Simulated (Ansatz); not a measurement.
`FCCCS` + HCl → `FCCCl` + CH₃SH  (substitution at a C–C bond)

Isolated molecules relaxed with PBE0-D4/def2-TZVP in Ansatz; ΔE leaves out vibrations. CBS: MP2 limit from def2 TZ/QZ plus the TZ coupled-cluster correction, frozen cores. This one scheme is used for every species. DFT in def2-TZVPP. B3LYP here is the variant with VWN-RPA as its local correlation; programs differ in this. One conformer a species, not always the lowest.

| level | ΔE (kcal/mol) |
| --- | --- |
| r2SCAN-D4 | 6.6 |
| B2PLYP | 5.9 |
| PBE | 5.4 |
| B3LYP | 4.6 |
| MP2/def2-TZVPP | 8.2 |
| SCS-MP2/def2-TZVPP | 7.1 |
| CCSD(T)/def2-TZVPP | 7.9 |
| MP2/def2-QZVPP | 8.0 |

(1) What does CCSD(T)/CBS give? (An estimate is asked.)

Largest T1 diagnostic among the species: 0.010.

Answers

(1) Ansatz gave: +7.4 kcal/mol. The listed levels differ from it by -0.8, -1.5, -2.0, -2.8, 0.8, -0.3, 0.5, 0.6 kcal/mol.

In def2-TZVPP, CCSD(T) changes the Hartree–Fock value by +3.7 kcal/mol (the triples alone add +0.2 kcal/mol) and MP2 by +4.1 kcal/mol. The D4 term adds +1.7 kcal/mol with B3LYP and +1.0 kcal/mol with PBE0; it sums over pairs of atoms, weighted by their polarisabilities, and B3LYP, whose exchange is more repulsive, gets the larger term.
